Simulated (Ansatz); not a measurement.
A run of Ansatz (development build ahead of 0.2.0) on singlet F2 at this shape:

```xyz
2

F     0.0000    0.0000   -0.6332
F     0.0000    0.0000    0.6332
```

Its results:

* Converged: yes
* Reference energy: -198.75342 hartree
* Correlation energy: -0.50581 hartree
* Total energy: -199.25923 hartree
* Spin squared of the determinant: 0.000

Q: Which input gives this output? Name the method, the orbitals and the basis set, and write the input.

A: RHF-MP2 in cc-pVTZ. An unrestricted run that stays on the closed shell gives the same numbers.

```yaml
crystal:
  periodic: [false, false, false]
  atoms:
    - { symbol: F, position_ang: [0.0, 0.0, -0.63317] }
    - { symbol: F, position_ang: [0.0, 0.0, 0.63317] }
basis:
  gaussian: { orbitals: cc-pVTZ }
hamiltonian:
  xc: hf
correlation:
  method: mp2
  frozen_orbitals: { F: 1 }
```
